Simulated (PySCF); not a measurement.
## Nonlinear optical response: SMILES C=C(C)CCl, C4H7Cl

Geometry (Å), atoms numbered from 1 in this order:
```xyz
12

C    -0.1450    1.5144   -0.3672
C    -0.0514    0.2311   -0.0346
C    -1.2175   -0.7013   -0.0246
C     1.2632   -0.3300    0.3916
Cl    1.8339   -1.6238   -0.7177
H    -1.0942    1.9570   -0.6470
H     0.7233    2.1637   -0.3693
H    -1.0264   -1.5631   -0.6686
H    -2.1254   -0.2044   -0.3657
H    -1.3931   -1.0912    0.9835
H     2.0391    0.4322    0.4028
H     1.1985   -0.7973    1.3752
```

Theory: PySCF 2.14.0, quadratic response CAM-B3LYP/def2-TZVPD first hyperpolarisability, Taylor convention, gas phase. Geometry: PBE0-D3(BJ)/def2-TZVP.

Q: Give β for the processes computed.

A: In au, Taylor convention; the vector part is βᵢ = ⅓ Σⱼ (βᵢⱼⱼ + βⱼᵢⱼ + βⱼⱼᵢ); β∥ is 3/5 of the vector part along the dipole, the dipole points from − to +:
```
                   process  λ (nm)  β vector norm    β∥  β HRS  depolarisation ratio
           static β(0;0,0)       ∞           57.0  21.3   26.1                  3.80
second harmonic β(−2ω;ω,ω)    1907           60.4  22.7   27.6                  3.83
         Pockels β(−ω;ω,0)    1907           58.1  21.7      –                     –
second harmonic β(−2ω;ω,ω)    1064           69.0  26.2   31.5                  3.88
         Pockels β(−ω;ω,0)    1064           60.7  22.8      –                     –
```

Q: Which lowest excitations, dipole and polarisabilities go with it?

A: S1 6.78 eV (f = 0.115); S2 6.85 eV (f = 0.001); S3 6.89 eV (f = 0.103); dipole 1.89 D; isotropic α 65.7 au static, 65.9 au at 1907 nm, 66.3 au at 1064 nm, 66.5 au at 953.5 nm, 68.3 au at 532 nm.
